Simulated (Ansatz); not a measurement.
[H···H···Cl], doublet: the ladder up to UCCSDT(Q)

Geometry: a point of a hydrogen-transfer path between rigid fragments, not a stationary point.

```yaml
atoms:
  - { symbol: H, position_ang: [0.0000, 0.0000, -1.1273] }
  - { symbol: H, position_ang: [0.0000, 0.0000, -0.1563] }
  - { symbol: Cl, position_ang: [0.0000, 0.0000, 1.2837] }
```

Basis cc-pVTZ; Ansatz 0.2.0. Correlated methods freeze the noble-gas cores, which leaves 9 electrons in 57 orbitals. R marks a restricted (for open shells ROHF) determinant, U an unrestricted one. Active spaces: pair = (3e, 3o) about the gap; valence = (9e, 6o) chosen from the atoms' valence shells.

Full CI isn't at hand for all of this; UCCSDT(Q) serves as the reference, and is uncertain by about the last step of the cluster series. The frozen core follows each run's orbitals, which can shift R against U totals by a few meV.

For open shells CISD is restricted-active-space CI with the open shells as a complete middle space.

```
UHF ⟨S²⟩                          : 0.789
T1 diagnostic (RCCSD)             : 0.0272
largest doubles amplitude (RCCSD) : 0.051
T1 diagnostic (UCCSD)             : 0.0142
```

```csv
level,E − E(RHF) (eV)
UHF,-0.2686
RMP2,-6.0380
UMP2,-5.9884
RCCSD,-6.6678
UCCSD,-6.6781
RCCSD(T),-6.9090
UCCSD(T),-6.9079
```

(1) Estimate how far UCCSDT(Q) in cc-pVTZ lies from RCCSD(T). The table doesn't fix it; the size of (T) and the diagnostics are the guide.

(1) UCCSDT(Q) in cc-pVTZ lies 2.6 kJ/mol below RCCSD(T), which is 11 % of the (T) step (-23.3 kJ/mol). The diagnostics are small and one determinant leads, so the series closes fast and only a small part of (T) is left.

The other levels:

```csv
level,E − E(UCCSDT(Q)) (kJ/mol),share of correlation (%),wall time
CISD,62.5,90.66,3 s
BCCD(T),2.7,99.60,2.7 s
RCCSDT,1.0,99.85,–
UCCSDT,0.9,99.86,–
RCCSDT(Q),0.0,99.99,59 s
CASSCF (pair space),601.0,10.20,–
NEVPT2 (pair space),82.8,87.63,1.6 s
CASSCF (valence space),595.8,10.98,–
NEVPT2 (valence space),135.7,79.72,1.1 s
MRCISD (valence space),50.1,92.52,–
MRCISD+Q (valence space),8.1,98.79,2 s
```

The correlation energy at UCCSDT(Q), counted from RHF, is -6.936 eV. That run took 52 s on 1 thread of Intel Xeon Platinum 8375C, shared host.

Times hold each run's SCF and search for its determinant on a shared host, so for small cases they say little of a method's own cost; they ran on 1 thread of Intel Xeon Platinum 8375C.

Natural occupations of CASSCF (valence space) about the gap: 2.000 2.000 1.999 1.965 1.001 0.036; effectively unpaired electrons, Σ n²(2−n)², 1.01.
